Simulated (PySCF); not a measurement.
PySCF input (HF/pcSseg-2):

```python
import numpy as np, basis_set_exchange as bse
from pyscf import gto, scf, dft, df
from pyscf.prop.nmr import rhf as nmr

basis = {'H': gto.basis.parse(bse.get_basis('pcSseg-2', elements=['H'], fmt='nwchem')), 'P': gto.basis.parse(bse.get_basis('pcSseg-2', elements=['P'], fmt='nwchem'))}
mol = gto.M(
    atom='''
    P     0.00293147    0.00160888    0.12817703
    H    -0.00384980    1.18388197   -0.65609339
    H     1.01199153   -0.61366513   -0.65676338
    H    -1.05211382   -0.59435001   -0.60979871
    ''',
    basis=basis,
    charge=0,
    verbose=4,
    max_memory=2160,
)
mf = scf.RHF(mol)
mf.conv_tol = 1e-9
mf.max_cycle = 100
print('smallest overlap eigenvalue', np.linalg.eigvalsh(mol.intor('int1e_ovlp'))[0])
mf.kernel()
dip = mf.dip_moment()
n = nmr.NMR(mf)
n.verbose = 2
n.max_cycle_cphf = 60
sigma = n.kernel()
for i, x in enumerate(sigma):
    print(mol.atom_symbol(i), i + 1, round(x.trace() / 3, 3))
```

Output:

```
PySCF version 2.14.0

[INPUT] verbose = 4
[INPUT] num. atoms = 4
[INPUT] num. electrons = 18
[INPUT] charge = 0
[INPUT] spin (= nelec alpha-beta = 2S) = 0
[INPUT] symmetry False subgroup None
[INPUT] Mole.unit = angstrom
[INPUT] Symbol           X                Y                Z      unit          X                Y                Z       unit  Magmom
[INPUT]  1 P      0.002931470000   0.001608880000   0.128177030000 AA    0.005539675442   0.003040342567   0.242219482160 Bohr   0.0
[INPUT]  2 H     -0.003849800000   1.183881970000  -0.656093390000 AA   -0.007275067634   2.237212687111  -1.239836819237 Bohr   0.0
[INPUT]  3 H      1.011991530000  -0.613665130000  -0.656763380000 AA    1.912386832080  -1.159659027896  -1.241102916844 Bohr   0.0
[INPUT]  4 H     -1.052113820000  -0.594350010000  -0.609798710000 AA   -1.988206971670  -1.123158741033  -1.152352553013 Bohr   0.0

nuclear repulsion = 17.5531721951201
number of shells = 33
number of NR pGTOs = 125
number of NR cGTOs = 85
basis = {'H': [[0, [75.4732, 0.00427821], [11.3575, 0.0328672], [2.60081, 0.159578], [0.735503, 0.5]], [0, [0.231761, 1.0]], [0, [0.0741675, 1.0]], [1, [9.6, 0.018154], [1.6, 0.5]], [1, [0.45, 1.0]], [2, [1.25, 1.0]]], 'P': [[0, [116396.0, 0.000230756], [17447.4, 0.00178984], [3971.19, 0.00932119], [1124.46, 0.038057], [366.356, 0.125137], [131.764, 0.31], [50.7006, 0.5], [19.9443, 0.347533]], [0, [101.869, -0.0447237], [30.8223, -0.196557], [5.73851, 0.5]], [0, [2.96957, 0.5], [1.35323, 0.355135]], [0, [0.332109, 1.0]], [0, [0.116229, 1.0]], [1, [5396.77, 0.000173219], [830.272, 0.00344694], [196.98, 0.0297002], [63.2378, 0.149424], [23.324, 0.5]], [1, [9.4284, 1.0]], [1, [3.91512, 1.0]], [1, [1.61072, 1.0]], [1, [0.564105, 1.0]], [1, [0.212996, 1.0]], [1, [0.0737922, 1.0]], [2, [1.89, 1.0]], [2, [0.43, 1.0]], [3, [0.6, 1.0]]]}
ecp = {}
smallest overlap eigenvalue 0.005257600466214078

******** <class 'pyscf.scf.hf.RHF'> ********
method = RHF
initial guess = minao
damping factor = 0
level_shift factor = 0
DIIS = <class 'pyscf.scf.diis.CDIIS'>
diis_start_cycle = 1
diis_space = 8
diis_damp = 0
SCF conv_tol = 1e-09
SCF conv_tol_grad = None
SCF max_cycles = 100
direct_scf = True
direct_scf_tol = 1e-13
Set gradient conv threshold to 3.16228e-05
Initial guess from minao.
init E= -342.200420333239
  HOMO = -0.299314915523127  LUMO = 0.0849845698714139  gap/eV = 10.45732
cycle= 1 E= -342.471873116008  delta_E= -0.271  |g|= 0.171  |ddm|= 1.17
  HOMO = -0.390488076753414  LUMO = 0.100603225144336  gap/eV = 13.36327
cycle= 2 E= -342.485869572183  delta_E= -0.014  |g|= 0.0542  |ddm|= 0.171
  HOMO = -0.388117789288557  LUMO = 0.107496238047503  gap/eV = 13.48634
cycle= 3 E= -342.487401098958  delta_E= -0.00153  |g|= 0.0179  |ddm|= 0.0671
  HOMO = -0.388107545367362  LUMO = 0.108113023717368  gap/eV = 13.50285
cycle= 4 E= -342.487643005015  delta_E= -0.000242  |g|= 0.00313  |ddm|= 0.0319
  HOMO = -0.388376471120395  LUMO = 0.107942052591967  gap/eV = 13.50551
cycle= 5 E= -342.487650784773  delta_E= -7.78e-06  |g|= 0.000574  |ddm|= 0.00622
  HOMO = -0.38847546430847  LUMO = 0.107946256956412  gap/eV = 13.50832
cycle= 6 E= -342.487650983856  delta_E= -1.99e-07  |g|= 0.000141  |ddm|= 0.00103
  HOMO = -0.388468111489914  LUMO = 0.107943967932219  gap/eV = 13.50806
cycle= 7 E= -342.487650995809  delta_E= -1.2e-08  |g|= 2.45e-05  |ddm|= 0.000266
  HOMO = -0.38847335202577  LUMO = 0.107942923008506  gap/eV = 13.50817
cycle= 8 E= -342.487650996303  delta_E= -4.95e-10  |g|= 4.7e-06  |ddm|= 6.01e-05
  HOMO = -0.388472875615932  LUMO = 0.107943128483581  gap/eV = 13.50817
Extra cycle  E= -342.487650996325  delta_E= -2.22e-11  |g|= 1.84e-06  |ddm|= 1.25e-05
converged SCF energy = -342.487650996325
Dipole moment(X, Y, Z, Debye): -0.01578, -0.00866, -0.69017
P 1 583.231
H 2 29.623
H 3 29.623
H 4 29.623
```
